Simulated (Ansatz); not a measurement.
Cost and result for the atomization energy of `C=C(F)C(F)F` (9 atoms, 8 bonds).

Z-matrix (Å, degrees):
```
C
F 1 1.356
C 1 1.498 2 109.8
F 1 1.349 2 108.0 3 -120.5
H 1 1.096 2 107.7 3 122.1
F 3 1.337 1 110.6 2 64.8
C 3 1.316 1 126.9 2 -116.1
H 7 1.080 3 119.5 1 0.6
H 7 1.082 3 120.8 1 -179.5
```

The species carries charge 0 and has multiplicity 1. The structure was optimised at the PBE0-D4/def2-TZVP level. It is one conformer, not always the lowest. Program: Ansatz. Hardware: A = 2 threads of an AMD EPYC 7R13 on a shared host; B = 2 threads of an AMD EPYC 7R13 on a shared host and a share of an NVIDIA H100 80 GB. Times are those of one run each, without the atoms' runs, and a repeat can differ threefold. Electronic energies, without spin–orbit coupling; frozen cores. CCSD(T)/CBS adds CCSD(T) − MP2 in def2-TZVPP to the MP2 limit, and its time is that of the two runs behind it. T1 = 0.012. B3LYP takes the VWN-RPA correlation (the form of Gaussian; ORCA's B3LYP/G).

CCSD(T)/CBS is a level of theory with its own doubt, some kJ/mol a heavy atom from the limit and from the frozen cores, so smaller differences don't rank the functionals.

```json
{"level": "PBE-D4/def2-TZVPP (with forces) [A]", "functions": "228", "wall time": "2.6 s"}
{"level": "PBE0-D4/def2-TZVPP [A]", "functions": "228", "wall time": "3.3 s"}
{"level": "r2SCAN-D4/def2-TZVPP (with forces) [A]", "functions": "228", "wall time": "4.7 s"}
{"level": "B3LYP-D4/def2-TZVPP (with forces) [A]", "functions": "228", "wall time": "4.8 s"}
{"level": "B2PLYP/def2-TZVPP [A]", "functions": "228", "wall time": "6 s"}
{"level": "ωB97X-V/def2-TZVPP [A]", "functions": "228", "wall time": "7.5 s"}
{"level": "ωB97M-V/def2-TZVPP (with forces) [A]", "functions": "228", "wall time": "12 s"}
{"level": "CCSD(T)/def2-TZVPP [B]", "functions": "228", "wall time": "25 s"}
{"level": "MP2/def2-QZVPP [B]", "functions": "432", "wall time": "33 s"}
{"level": "CCSD(T)/CBS(def2)", "functions": "–", "wall time": "57 s"}
```

Task: What atomization energy does each give, and how far from CCSD(T)/CBS? (An estimate is asked.)

Result: The calculation gave: 
```csv
level,atomization (kcal/mol),difference from CCSD(T)/CBS,per bond
PBE-D4/def2-TZVPP (with forces) [A],928.9,39.5,4.9
PBE0-D4/def2-TZVPP [A],898.8,9.4,1.2
r2SCAN-D4/def2-TZVPP (with forces) [A],896.8,7.4,0.9
B3LYP-D4/def2-TZVPP (with forces) [A],888.8,-0.6,-0.1
B2PLYP/def2-TZVPP [A],882.3,-7.1,-0.9
ωB97X-V/def2-TZVPP [A],892.6,3.2,0.4
ωB97M-V/def2-TZVPP (with forces) [A],894.3,4.9,0.6
CCSD(T)/def2-TZVPP [B],866.1,-23.3,-2.9
MP2/def2-QZVPP [B],909.9,20.5,2.6
CCSD(T)/CBS(def2),889.4,0.0,0.0
```

In def2-TZVPP, CCSD(T) changes the Hartree–Fock value by +237.8 kcal/mol (the triples alone add +17.5 kcal/mol) and MP2 by +267.9 kcal/mol; breaking electron pairs costs correlation energy, which Hartree–Fock lacks. From PBE to PBE0 (25 % exact exchange), in def2-TZVPP and without D4, the atomization energy moves by −29.5 kcal/mol: exact exchange takes away binding that semilocal exchange gives to molecules. The D4 term adds +5.5 kcal/mol with B3LYP and +2.9 kcal/mol with PBE0; it sums over pairs of atoms, weighted by their polarisabilities, and B3LYP, whose exchange is more repulsive, gets the larger term.
